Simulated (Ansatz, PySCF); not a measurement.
Molecule: O2, net charge 0, triplet state. 
Structure (B3LYP-D3(BJ)/def2-TZVP (Ansatz, a program for electronic structure) minimum search):
```
O
O 1 1.2043
```
Charge 0, spin multiplicity 3.

Total electronic energies in hartree. Cores are frozen in the correlated levels unless marked. UHF or UKS for open shells. No spin-orbit coupling. No relativistic terms. CBS marks a two-point X^-3 extrapolation of the correlation energy; Hartree-Fock from the larger set (for Q and 5 zeta extrapolated as (X+1)exp(-9√X)). [CCSD(T)-MP2]/basis is that difference in the basis named.

```tsv
level	program	energy (Eh)
BLYP/def2-TZVPD	Ansatz	-150.38771
PW6B95-D4/def2-TZVPD	PySCF + dftd4	-150.55228
HSE06/def2-TZVPD	Ansatz	-150.23022
MP2/def2-QZVPPD	Ansatz	-150.15685
RI-MP2/def2-QZVPP	Ansatz	-150.15556
SCS-MP2/def2-SVP	Ansatz	-149.81134
SCS-MP2/aug-cc-pVTZ	Ansatz	-150.09861
RI-MP2/CBS(cc-pVTZ,cc-pVQZ)+[CCSD(T)-MP2]/cc-pVQZ	Ansatz	-150.1980
CCSD(T)/CBS(cc-pVQZ,cc-pV5Z)	Ansatz	-150.2021
```

Totals of different functionals don't rank their quality; only differences between species are comparable.
